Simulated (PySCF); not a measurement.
Geometry:
```json
{"atom": "C1", "x (Å)": "1.679", "y (Å)": "-0.086", "z (Å)": "0.177"}
{"atom": "N2", "x (Å)": "0.415", "y (Å)": "-0.301", "z (Å)": "-0.459"}
{"atom": "C3", "x (Å)": "-0.637", "y (Å)": "0.148", "z (Å)": "0.086"}
{"atom": "C4", "x (Å)": "-1.945", "y (Å)": "-0.077", "z (Å)": "-0.582"}
{"atom": "O5", "x (Å)": "-2.991", "y (Å)": "0.313", "z (Å)": "-0.134"}
{"atom": "H6", "x (Å)": "2.341", "y (Å)": "0.455", "z (Å)": "-0.519"}
{"atom": "H7", "x (Å)": "1.624", "y (Å)": "0.471", "z (Å)": "1.132"}
{"atom": "H8", "x (Å)": "2.161", "y (Å)": "-1.062", "z (Å)": "0.354"}
{"atom": "H9", "x (Å)": "-0.660", "y (Å)": "0.708", "z (Å)": "1.043"}
{"atom": "H10", "x (Å)": "-1.864", "y (Å)": "-0.645", "z (Å)": "-1.542"}
```

Geometry: PBE0-D3(BJ)/def2-SVP; GIAO shifts from PySCF 2.14, gas phase, non-relativistic, averaged over equivalent atoms.

At PBE0/pcSseg-1 (110 basis functions, 6.4 s wall time on 1 thread of an Arm Neoverse V1, shared host):
| atoms | δ (ppm) |
| --- | --- |
| C4 | 198.1 |
| C3 | 168.3 |
| C1 | 52.2 |
| N2 | 444.2 |
| O5 | 728.7 |
| H10 | 9.44 |
| H9 | 7.49 |
| H6/H7/H8 | 3.84 |

δ = σ(ref) − σ, references computed at the same level: ¹³C (σref 184.41) and ¹H (σref 31.27) against TMS; ¹⁵N (σref 265.67) against NH3; ¹⁷O (σref 334.56) vs H2O.

Q: Estimate the result of repeating the calculation with CAM-B3LYP/pcSseg-2.

A: 
```tsv
atoms	δ at CAM-B3LYP/pcSseg-2	change
C4	208.0	+9.9
C3	175.8	+7.5
C1	52.2	+0.0
N2	447.9	+3.7
O5	710.9	-17.8
H10	9.62	+0.18
H9	7.72	+0.23
H6/H7/H8	3.77	-0.07
```

δ = σ(ref) − σ, references computed at the same level: ¹³C (σ = 182.55 ppm), ¹H (σ = 31.34 ppm) vs TMS; ¹⁵N (σ = 261.83 ppm) against NH3; ¹⁷O (σ = 329.76 ppm) against H2O.

The largest change is at O5 (aldehyde oxygen). Cost: 250 basis functions, 26 s wall time on 1 thread of an Arm Neoverse V1, shared host. The order of the carbon signals is the same at both levels.

Unscaled 17O shifts of doubly bonded oxygen tend to come out too high, by tens of ppm or more. Experimental scales use liquid or dissolved standards, which lie at an offset from isolated NH3 (liquid NH3: subtract about 20 ppm) and H2O (liquid H2O: subtract about 36 ppm). Unscaled 15N shifts of sp2 nitrogen come out 20 to 40 ppm too high even then.
